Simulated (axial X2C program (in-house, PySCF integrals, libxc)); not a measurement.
**Outer orbitals of CF⁻ at 1.412 Å, HF**

Calculated with an in-house relativistic program for diatomic molecules. Spin-free means the one-electron spin-free X2C Hamiltonian; two-component (2c) means X2C with spin–orbit coupling and atomic mean-field two-electron Coulomb and Gaunt terms, so the difference of the two also holds small scalar two-electron terms. Basis: F dyall-av3z [7s6p3d2f], C dyall-av3z [8s7p3d2f] (cores contracted in-house); Gaussian nuclei, density fitting, unrestricted open shells. Masses: F 18.998 u, C 12.000 u.

The distance is close to the 2c PBE0 minimum; the highest filled and lowest empty levels are listed.

Spin-free orbitals, state M_S = 1, Λ = 0 (beyond evenly filled blocks: π+α, π-α) (Löwdin shares):

| symmetry | occupied | ε (eV) | atomic character |
| --- | --- | --- | --- |
| σα | yes | -16.32 | 56% F p, 34% C s, 5% F s |
| σβ | yes | -13.80 | 75% F p, 15% C s, 4% C p |
| π-α | yes | -11.67 | 84% F p, 9% C p, 3% C d |
| π+α | yes | -11.67 | 84% F p, 9% C p, 3% C d |
| π+β | yes | -10.25 | 87% F p, 5% C p, 4% C d |
| π-β | yes | -10.25 | 87% F p, 5% C p, 4% C d |
| σα | yes | -7.94 | 34% C s, 32% F p, 26% C p |
| σβ | yes | -4.56 | 51% C s, 29% C p, 13% F p |
| π-α | yes | -1.92 | 79% C p, 9% F p, 6% F d |
| π+α | yes | -1.92 | 79% C p, 9% F p, 6% F d |
| σα | no | 4.93 | 95% C p, 4% C s |
| π-β | no | 4.95 | 98% C p |
| π+β | no | 4.95 | 98% C p |
| σβ | no | 4.96 | 97% C p, 2% C s |

Spinors with spin–orbit coupling (state Ω = 1):

```tsv
ω	occupied	ε (eV)	atomic character	λ mixture
1/2	yes	-16.32	56% F p, 34% C s, 5% F s	100% σ
-1/2	yes	-13.80	75% F p, 15% C s, 4% C p	100% σ
-1/2	yes	-11.69	84% F p, 9% C p, 3% C d	100% π
3/2	yes	-11.65	84% F p, 9% C p, 3% C d	100% π
1/2	yes	-10.28	87% F p, 5% C p, 4% C d	100% π
-3/2	yes	-10.23	87% F p, 5% C p, 4% C d	100% π
1/2	yes	-7.93	33% C s, 32% F p, 26% C p	100% σ
-1/2	yes	-4.56	51% C s, 29% C p, 13% F p	100% σ
-1/2	yes	-1.93	79% C p, 9% F p, 6% F d	100% π
3/2	yes	-1.92	79% C p, 9% F p, 6% F d	100% π
1/2	no	4.93	95% C p, 4% C s	100% σ
1/2	no	4.95	98% C p	100% π
-3/2	no	4.95	98% C p	100% π
-1/2	no	4.96	97% C p, 2% C s	100% σ
```

Mulliken charges and populations of the two-component result (they depend on the basis, above all on diffuse functions):

F -0.39 e (s 3.93 p 5.44 d 0.02), C -0.61 e (s 3.87 p 2.67 d 0.05 f 0.01). ⟨Lz⟩ = 0.00 ħ and ⟨Sz⟩ = 1.00 ħ (-0.02 and 1.02 on the two atoms), which add up to Ω.

One determinant describes the state; a PBE0 search over occupations chose it and may have missed a lower one. PBE0 can misorder states that lie within some tenths of an eV, so this need not be the ground state of the molecule. The nearest other spin-free determinant of the search, M_S = 0, Λ = 2, lies 0.99 eV up at the distance of the search. With several unpaired electrons one determinant need not be a pure state. Open-shell Ω = 0 determinants with evenly filled partner blocks cannot be reached by this program, so the Ω shown need not be the lowest component. This is the Ω = 1 component of a π² triplet; the 0⁺ component is not one determinant and can lie lowest.
